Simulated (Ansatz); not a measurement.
Saddle point of CH$_{2}$O, singlet (CH₂O ([CH][OH]) → CH₂O ([CH2][O]); bonds formed: H1–C3; bonds broken: H1–O2), PBE0-D4/def2-TZVP structure:

H1  (0.424, -0.977, -0.118)
O2  (-0.674, -0.600, -0.043)
C3  (0.290, 0.260, 0.019)
H4  (-0.040, 1.317, 0.142)
(Å)

Energies are electronic, without zero-point energy. Barriers and step energies count from the start structure reached by relaxing down the imaginary mode; all methods use the PBE0-D4 structures, on which another method's saddle can fall below an end. Program: Ansatz 0.2.0. Basis: def2-TZVPP, with def2-QZVPP for the basis limit. Cores are frozen in the correlated methods. B3LYP uses VWN-RPA correlation. Extrapolation: Hartree–Fock as exp(−7.88 √X), correlation as X^−2.97.

```json
{"method": "SPW92", "barrier (kJ/mol)": "106.1", "step energy (kJ/mol)": "-225.1"}
{"method": "PBE-D4", "barrier (kJ/mol)": "116.8", "step energy (kJ/mol)": "-224.8"}
{"method": "BLYP-D4", "barrier (kJ/mol)": "127.5", "step energy (kJ/mol)": "-222.1"}
{"method": "r2SCAN-D4", "barrier (kJ/mol)": "131.3", "step energy (kJ/mol)": "-225.3"}
{"method": "B97M-V", "barrier (kJ/mol)": "147.0", "step energy (kJ/mol)": "-217.3"}
{"method": "PBE0-D4", "barrier (kJ/mol)": "?", "step energy (kJ/mol)": "-221.5"}
{"method": "B3LYP-D4", "barrier (kJ/mol)": "?", "step energy (kJ/mol)": "-220.1"}
{"method": "r2SCAN0-D4", "barrier (kJ/mol)": "146.8", "step energy (kJ/mol)": "-221.5"}
{"method": "BHLYP-D4", "barrier (kJ/mol)": "169.6", "step energy (kJ/mol)": "-214.7"}
{"method": "CAM-B3LYP-D4", "barrier (kJ/mol)": "?", "step energy (kJ/mol)": "-217.2"}
{"method": "wB97X-V", "barrier (kJ/mol)": "147.5", "step energy (kJ/mol)": "-214.4"}
{"method": "wB97M-V", "barrier (kJ/mol)": "146.1", "step energy (kJ/mol)": "-209.3"}
{"method": "B2PLYP", "barrier (kJ/mol)": "139.5", "step energy (kJ/mol)": "-223.2"}
{"method": "PBE-QIDH", "barrier (kJ/mol)": "143.7", "step energy (kJ/mol)": "-223.7"}
{"method": "RPA on PBE", "barrier (kJ/mol)": "145.2", "step energy (kJ/mol)": "-206.1"}
{"method": "HF", "barrier (kJ/mol)": "211.8", "step energy (kJ/mol)": "-200.8"}
{"method": "MP2", "barrier (kJ/mol)": "129.3", "step energy (kJ/mol)": "-232.2"}
{"method": "CCSD", "barrier (kJ/mol)": "157.2", "step energy (kJ/mol)": "-213.2"}
{"method": "CCSD(T)", "barrier (kJ/mol)": "145.0", "step energy (kJ/mol)": "-215.3"}
```

Q: Fill in the withheld barriers. (An estimate is asked for; the value comes from the calculation.)

A: By the calculation: PBE0-D4 138.5; B3LYP-D4 143.8; CAM-B3LYP-D4 147.6 kJ/mol. Each is the energy of the saddle less that of the start structure, by the same method.

For comparison, the barrier by CCSD(T) at an estimated basis limit (MP2 extrapolated from triple and quadruple zeta, plus CCSD(T) − MP2 in triple zeta) is 143.5 kJ/mol.

No T1 diagnostic of these runs exceeds 0.026. The T1 diagnostic is large here, which may signal multireference character or strong orbital relaxation, so CCSD(T) is less sure. The restricted Hartree–Fock reference is unstable towards an unrestricted one at one or more of these structures.

Labels in which every atom is bracketed show which atoms are joined, not bond orders.

For scale, one of the runs: CCSD(T)/def2-TZVPP, 90 basis functions, launched by `ansatz run in.yaml --threads 2 --pin off --events-out ev --progress --plain --max-ram 4352MiB`. The run took about 1.2 s on 2 CPU threads of an Intel Xeon Platinum 8488C (shared host).
